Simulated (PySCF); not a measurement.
tert-butyl cation (C₄H₉), SMILES C[C+](C)C, charge +1. Atoms are numbered in the order given.

```xyz
13

C     -0.3321     1.4026     0.2495
C      0.0000     0.0000     0.0000
C      1.3545    -0.4880     0.2585
C     -1.0224    -0.9146    -0.5079
H     -0.7445     1.8412    -0.6926
H      0.4954     2.0215     0.6378
H     -1.2158     1.4459     0.9322
H      2.0801     0.1541    -0.2982
H      1.5219    -1.5559     0.0342
H      1.6138    -0.2631     1.3225
H     -0.6419    -1.3872    -1.4466
H     -1.0915    -1.7911     0.1821
H     -2.0175    -0.4656    -0.6716
```
Charge +1, spin multiplicity 1.

Geometry optimised at PBE-D3(BJ)/def2-SVP. The geometry has at least one imaginary mode, so it is a saddle point at that level.

Two levels are set side by side: PBE/pcSseg-1 (PySCF) and B3LYP/pcSseg-1 (PySCF). GIAO shifts against TMS (¹H), TMS (¹³C) at the same level; non-relativistic, no solvent, atoms listed together averaged. Differences are taken from unrounded values.

```csv
quantity,B3LYP
"δ(¹³C) of C1, C3, C4 (ppm)",55.2
δ(¹³C) of C2 (ppm),352.4
```

Problem. What does PBE give, and how far is it from B3LYP? (The exact figures need the calculation; the answer reports its results.)

Solution. 
| quantity | PBE | PBE minus B3LYP |
|---|---|---|
| δ(¹³C) of C1, C3, C4 (ppm) | 57.8 | 2.6 |
| δ(¹³C) of C2 (ppm) | 341.3 | -11.1 |

Rough cost on one machine, each run with all the roots and properties that it gave: B3LYP against PBE within a factor of 2.
